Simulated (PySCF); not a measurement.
## HP(OH) + N₂ → PN₂ + H₂O

Level: PBE0 in the def2-TZVP basis family, all electrons, no relativity, computed in PySCF with density fitting; open shells unrestricted.

```json
{"species": "HP(OH)", "state and structure": "doublet, Cs, O–H 0.962 Å, P–H 1.425 Å, P–O 1.649 Å; H–O–P 110.3°, H–P–O 93.9°", "E (Eh)": "-417.58450", "ZPE (kJ/mol)": "57.1", "H(298 K) − H(0) (kJ/mol)": "11.0", "S° (J/(mol K))": "249.8"}
{"species": "N₂", "state and structure": "singlet, D∞h, N–N 1.089 Å", "E (Eh)": "-109.44629", "ZPE (kJ/mol)": "14.9", "H(298 K) − H(0) (kJ/mol)": "8.7", "S° (J/(mol K))": "191.4"}
{"species": "PN₂", "state and structure": "doublet, D∞h, P–N 1.529 Å (×2)", "E (Eh)": "-450.48138", "ZPE (kJ/mol)": "15.5", "H(298 K) − H(0) (kJ/mol)": "11.6", "S° (J/(mol K))": "241.1"}
{"species": "H₂O", "state and structure": "singlet, C2v, O–H 0.960 Å (×2); H–O–H 105.1°", "E (Eh)": "-76.37736", "ZPE (kJ/mol)": "56.5", "H(298 K) − H(0) (kJ/mol)": "9.9", "S° (J/(mol K))": "188.7"}
```

(1) What is the electronic reaction energy?

(2) Add zero-point, thermal and entropy terms for 298.15 K and 1 bar.

## Answers

(1) At PBE0/def2-TZVP, ΔE = 451.7 kJ/mol from the differences of the total energies times 2625.5, uphill. 

(2) ΔZPE = 0.0 and Δ[H(298) − H(0)] = 1.8 kJ/mol give ΔH° = 453.5 kJ/mol. ΔS° = -11.4 J/(mol K), so ΔG° = 453.5 − 298.15 × (-0.0114) = 457 kJ/mol.

Each species is the lowest minimum found with this bonding; other isomers or fragments can lie lower.
